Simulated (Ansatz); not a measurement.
For solid CO2 (dry ice), LDA (PAW; Ansatz, a first-principles code) gives:

| Item | Result |
|---|---|
| equilibrium lattice constant a | 5.284 Å |
| band gap at the measured cell | 6.64 eV |

### Question
What does PBE0 (plane waves, PAW; Ansatz) give for the same quantities?

### Answer

- lattice constant a: 5.931 Å (goes up by 12 %)
- band gap at the measured cell: 9.47 eV (grows by 2.83 eV)

For comparison: lattice constant a 5.56 Å (measured, 5 K, no zero-point or thermal correction; as tabulated in Tran et al. (2019), arXiv:1903.00284).

Changes are worked out from the printed values.

Unless a cell is named, each level is at its own relaxed cell (LDA 12.30, PBE0 17.38 Å³/atom).

Density-functional gaps are differences of (generalised) Kohn–Sham levels.

Caveats: the cell comes from a level without a dispersion term, which matters for the spacing of layers, chains or molecules (LDA, PBE0). Ansatz's density-functional and Hartree–Fock values are scalar-relativistic unless marked +SOC, with PAW data made under PBE.
